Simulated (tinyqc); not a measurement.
RHF in the sto-3g basis, for H2F+, spin multiplicity 1, step by step. One step of it, computed by the program tinyqc.

Task: Orthogonalisation. S = U s U^T; symmetric (Loewdin) form X = U s^(-1/2) U^T, so that X^T S X = 1.

overlap S, lower triangle:
```
           1F 1s     1F 2s    1F 2px     1F 2py    1F 2pz     2H 1s     3H 1s
1F 1s   1.000000
1F 2s   0.237990  1.000000
1F 2px  0.000000  0.000000  1.000000
1F 2py  0.000000  0.000000  0.000000   1.000000
1F 2pz  0.000000  0.000000  0.000000   0.000000  1.000000
2H 1s   0.040847  0.396872  0.000000   0.280722  0.154992  1.000000
3H 1s   0.040847  0.396872  0.000000  -0.280722  0.154992  0.178352  1.000000
```

Give: eigenvalues of S; X.

Result:

eigenvalues of S: 0.4470  0.5039  0.9105  1.0000  1.0735  1.3177  1.7474

X, lower triangle:
```
          1F 1s    1F 2s  1F 2px   1F 2py   1F 2pz    2H 1s   3H 1s
1F 1s    1.0239
1F 2s   -0.1377   1.1632
1F 2px   0.0000   0.0000  1.0000
1F 2py   0.0000   0.0000  0.0000   1.0810
1F 2pz  -0.0054   0.0539  0.0000   0.0000   1.0206
2H 1s    0.0186  -0.2251  0.0000  -0.1854  -0.0863   1.1283
3H 1s    0.0186  -0.2251  0.0000   0.1854  -0.0863  -0.0705  1.1283
```
